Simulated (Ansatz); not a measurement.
Density of states of CaAu5 (F-43m, a = 7.720 Å, b = 7.720 Å, c = 7.720 Å, α = 90.00°, β = 90.00°, γ = 90.00°), in states per eV and primitive cell, averaged over bins of 0.5 eV. Level of theory: DFT PBEsol, scalar-relativistic, plane waves, PAW (Ansatz).

Settings: cutoff 420 eV, Γ-centred mesh 8×8×8 on the computed 6-atom cell, Gaussian smearing of 0.10 eV; no spin polarisation.

The cell is relaxed at this level. The states (both spins) are summed by tetrahedra on a 12×12×12 mesh at the self-consistent density. Energies are bin centres; the table starts no lower than −8 eV and ends at 6 eV, or lower where the solved bands end.

It is a metal at this level.

| E − E_F (eV) | total | Au 5d | Au 6s | Ca 4s | Au 5p |
| --- | --- | --- | --- | --- | --- |
| -7.80 | 1.07 | 0.47 | 0.58 | 0.01 | 0.01 |
| -7.30 | 1.03 | 0.62 | 0.36 | 0.04 | 0.00 |
| -6.80 | 6.92 | 5.19 | 1.56 | 0.11 | 0.02 |
| -6.30 | 7.33 | 6.23 | 0.98 | 0.06 | 0.01 |
| -5.80 | 12.30 | 11.11 | 0.86 | 0.23 | 0.02 |
| -5.30 | 10.32 | 9.37 | 0.69 | 0.10 | 0.02 |
| -4.80 | 11.08 | 9.90 | 0.81 | 0.14 | 0.02 |
| -4.30 | 11.62 | 10.58 | 0.64 | 0.12 | 0.02 |
| -3.80 | 11.81 | 11.21 | 0.37 | 0.05 | 0.01 |
| -3.30 | 13.53 | 13.17 | 0.20 | 0.03 | 0.00 |
| -2.80 | 12.52 | 11.78 | 0.54 | 0.03 | 0.01 |
| -2.30 | 4.20 | 3.36 | 0.65 | 0.02 | 0.00 |
| -1.80 | 3.62 | 2.39 | 0.95 | 0.03 | 0.00 |
| -1.30 | 1.11 | 0.34 | 0.50 | 0.06 | 0.00 |
| -0.80 | 1.14 | 0.31 | 0.45 | 0.15 | 0.00 |
| -0.30 | 1.42 | 0.36 | 0.47 | 0.26 | 0.00 |
| 0.20 | 2.50 | 0.49 | 0.67 | 0.17 | 0.00 |
| 0.70 | 2.70 | 0.39 | 0.58 | 0.10 | 0.00 |
| 1.20 | 0.83 | 0.10 | 0.18 | 0.04 | 0.00 |
| 1.70 | 0.34 | 0.04 | 0.07 | 0.08 | 0.00 |
| 2.20 | 4.20 | 0.39 | 1.50 | 0.23 | 0.00 |
| 2.70 | 3.29 | 0.18 | 0.64 | 0.16 | 0.00 |
| 3.20 | 4.38 | 0.14 | 0.33 | 0.08 | 0.00 |
| 3.70 | 6.56 | 0.19 | 0.44 | 0.07 | 0.00 |
| 4.20 | 1.97 | 0.05 | 0.18 | 0.02 | 0.00 |
| 4.70 | 2.84 | 0.03 | 0.30 | 0.04 | 0.00 |
| 5.20 | 0.51 | 0.00 | 0.06 | 0.00 | 0.00 |
| 5.70 | 4.96 | 0.13 | 1.14 | 0.23 | 0.00 |

The columns after the total are the main Löwdin projections on the occupied valence shells of the potentials; 1 other is left out. The rest of the total lies in those, in shells that are empty in the free atom, which aren't projected, and between the atoms.

Spin-orbit coupling is left out, which matters for the bands of heavy elements.

Cost: 1 run of about 2.8 core-minutes, on Arm Neoverse V1 (shared hosts).